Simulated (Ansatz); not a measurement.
## Property card for FeGe

Computed with DFT PBEsol, scalar-relativistic, plane waves, PAW in Ansatz 0.2.0.

Settings: cutoff 420 eV, Γ-centred mesh 12×12×10 on the computed 6-atom cell, Gaussian smearing of 0.10 eV; collinear spin from starting moments 1.47 1.47 1.47 0 0 0 μB.

The structure is relaxed at this level of theory with its symmetry kept. Whether it is the stable form of this composition wasn't checked.

```yaml
crystal:
  lattice:
    - [4.89902, 0.00000, 0.00000]
    - [-2.44951, 4.24268, 0.00000]
    - [0.00000, 0.00000, 3.97533]
  atoms:
    - { symbol: Fe, position: [0.50000, 0.00000, 0.00000] }
    - { symbol: Fe, position: [0.50000, 0.50000, 0.00000] }
    - { symbol: Fe, position: [0.00000, 0.50000, 0.00000] }
    - { symbol: Ge, position: [0.00000, 0.00000, 0.00000] }
    - { symbol: Ge, position: [0.33333, 0.66667, 0.50000] }
    - { symbol: Ge, position: [0.66667, 0.33333, 0.50000] }
```

Formation energy from the elements' standard states (uncorrected)?

-0.198 eV/atom.

Density of states at the Fermi level?

4.59 states/eV per cell.

Löwdin character within 0.5 eV of the Fermi level?

Fe 3d 82 %, Ge 4p 13 %.

Bulk modulus?

165 GPa.

Its pressure derivative?

5.1.

Bader charges (e)?

Fe (3 in the cell) -0.03, Ge (1 in the cell) 0.04, Ge (2 in the cell) 0.02.

Total moment?

3.81 μB per cell.

Site moments (μB; atoms counted from 1 over the whole cell)?

Fe (atom 1) 1.34, Fe (atom 2) 1.34, Fe (atom 3) 1.34, Ge (atom 4) -0.06.

Only this magnetic start was tried.